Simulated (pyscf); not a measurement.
H₂N–Si(Cl)(Cl)–Cl + NH₂• → •HN–Si(Cl)(Cl)–Cl + NH₃, a hydrogen abstraction (doublet surface; H–N broken, H–N formed). PySCF, gas phase, ωB97X-D3(BJ)/def2-SVP geometries. Energies in kJ/mol from the separated reactants.

Small-basis levels: PySCF, no dispersion term, spherical d functions. AM1 to PM7: differences of heats of formation from MOPAC. GFN2-xTB: tblite. Open shells are spin-unrestricted. 

```tsv
level	barrier	reaction energy
HF/STO-3G	143.5	+38.5
HF/3-21G	123.0	+76.7
SVWN5/6-31G*	-67.2	+16.6
B3LYP/STO-3G	-11.3	+36.5
M06-2X/6-31G*	33.1	+28.1
GFN2-xTB	-42.2	-13.0
PM3	112.5	-2.4
PM6	112.0	+47.4
PM7	89.5	+9.5
ωB97M-D3(BJ)/def2-TZVP	42.2	+22.7
```

Against the last row the barrier runs from -109.4 (SVWN5/6-31G*) to +101.3 kJ/mol (HF/STO-3G). At SVWN5/6-31G*, B3LYP/STO-3G, GFN2-xTB this geometry lies under one side, so the entry may be no barrier of that level: it is a single point on another level's saddle. ωB97M-D3(BJ)/def2-TZVP has limits of its own. On the reactant side the descent ends in a complex, 26.9 kJ/mol under the separated species and 69.1 kJ/mol under the saddle at ωB97X-D3(BJ)/def2-TZVP. One saddle was located; it need not be the lowest between these sides. The angle at the transferred H is 149°.
